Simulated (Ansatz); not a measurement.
## HN–NH, triplet in cc-pVDZ: errors against UCCSDT(Q)

Geometry: that of the HN–NH, singlet, kept fixed.

```yaml
atoms:
  - { symbol: N, position_ang: [0.0000, -0.1891, 0.5853] }
  - { symbol: N, position_ang: [0.0000, 0.1891, -0.5853] }
  - { symbol: H, position_ang: [0.0000, 0.6598, 1.1746] }
  - { symbol: H, position_ang: [0.0000, -0.6598, -1.1746] }
```

Basis cc-pVDZ; Ansatz 0.2.0. Only valence electrons are correlated (noble-gas cores frozen), which leaves 12 electrons in 36 orbitals. R marks a restricted (for open shells ROHF) determinant, U an unrestricted one. Active spaces: valence = (12e, 10o) chosen from the atoms' valence shells.

Full CI isn't at hand for all of this; UCCSDT(Q) serves as the reference, and is uncertain by the last step of the cluster series or more. The frozen core follows each run's orbitals, which can shift R against U totals by a few meV.

For open shells CISD is restricted-active-space CI with the open shells as a complete middle space.

The UHF ⟨S²⟩ is 2.025, the T1 diagnostic (RCCSD) is 0.0147 and the largest doubles amplitude (RCCSD) is 0.086. The T1 diagnostic (UCCSD) is 0.0125.

| level | E − E(RHF) (eV) |
| --- | --- |
| UHF | -0.3744 |
| RMP2 | -8.9454 |
| UMP2 | -8.7185 |
| RCCSD | -9.1770 |
| UCCSD | -9.1968 |
| RCCSD(T) | -9.4600 |
| UCCSD(T) | -9.4596 |

(1) Estimate how far UCCSDT(Q) in cc-pVDZ lies from RCCSD(T). The table doesn't fix it; the size of (T) and the diagnostics are the guide.

(1) UCCSDT(Q) in cc-pVDZ lies 3.9 kJ/mol below RCCSD(T), which is 14 % of the (T) step (-27.3 kJ/mol). The diagnostics are small and one determinant leads, so the series closes fast and only a small part of (T) is left.

The other levels:

| level | E − E(UCCSDT(Q)) (kJ/mol) | share of correlation (%) | wall time |
| --- | --- | --- | --- |
| CISD | 91.8 | 89.98 | 3.1 s |
| BCCD(T) | 4.0 | 99.56 | 1.6 s |
| RCCSDT | 3.1 | 99.66 | – |
| UCCSDT | 2.8 | 99.69 | – |
| RCCSDT(Q) | 0.0 | 100.00 | 18 s |
| CASSCF (valence space) | 628.9 | 31.39 | – |
| NEVPT2 (valence space) | 101.8 | 88.89 | 3.3 s |
| NEVPT4(SD) (valence space) | 9.0 | 99.02 | 6 s |
| MRCISD (valence space) | 43.1 | 95.30 | – |
| MRCISD+Q (valence space) | 4.3 | 99.53 | 7 s |

The correlation energy at UCCSDT(Q), counted from RHF, is -9.500 eV. That run took 14 s on 1 thread of AMD EPYC 7B13, shared host.

Times hold each run's SCF and search for its determinant on a shared host, so for small cases they say little of a method's own cost; they ran on 1 thread of AMD EPYC 7B13.

Natural occupations of CASSCF (valence space) about the gap: 1.973 1.970 1.965 1.025 1.023 0.026 0.023 0.021; effectively unpaired electrons, Σ n²(2−n)², 2.02.
